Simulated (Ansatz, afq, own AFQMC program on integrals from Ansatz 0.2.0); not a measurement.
Se, triplet → Se⁺, quartet

A free Se atom.

E(quartet, charge +1) − E(triplet, charge +0) at this geometry, on UHF and UHF determinants.

Basis cc-pVDZ. Noble-gas cores (and the filled d shells of Ga–Kr and In–Xe) are frozen. Ansatz 0.2.0 and our own AFQMC program on the same integrals; the CISD trial comes from CCSD amplitudes, and released means the phaseless constraint is let go. Free projection: walkers drawn from exp(T), propagated without any constraint. Its projection time is finite, and what remains of the start isn't in its error. ± is one standard error of the sampling. No spin–orbit coupling. The errors of all members are added in quadrature.

Full CI on the same integrals is exact in this basis and with this determinant's frozen core.

Errors are counted within cc-pVDZ, not against nature.

Cautions: inner d shell frozen; no relativity below Rb; no spin-orbit coupling.

Reference (full CI): 8.968 eV.

```tsv
level	vertical ionization energy (eV)	error against FCI (eV)
HF	8.551	-0.416
MP2	8.943	-0.025
CCSD	8.960	-0.007
CCSD(T)	8.966	-0.002
CCSDT	8.967	-0.001
CCSDT(Q)	8.967	0.000
CCSDTQ	8.968	0.000
ph-AFQMC/HF	8.909 ± 0.017	-0.058 ± 0.017
ph-AFQMC/CISD	8.965 ± 0.0007	-0.003 ± 0.0007
released AFQMC	8.967 ± 0.0006	-0.001 ± 0.0006
free AFQMC	8.967 ± 0.0008	0.000 ± 0.0008
```

Correlation beyond CCSD(T) changes it by less than 2 meV. The perturbative (T) step is worth +0.006 eV.

CCSDT and higher add their correlation energy to the determinant of the CCSD(T) run, since their own runs factorise the integrals more tightly (a shift of under 2 meV). Free projections are given only where their last times agree within the noise and don't stop above the reference; a slow remainder of the start can still hide under it. A walk keeps the symmetry of its determinant, which the program's search chose and which needn't be the lowest solution, so a lower state of the same spin and another symmetry isn't excluded. Released energies are given only where the last usable release times agree within the noise; a slower fall can still hide under it.
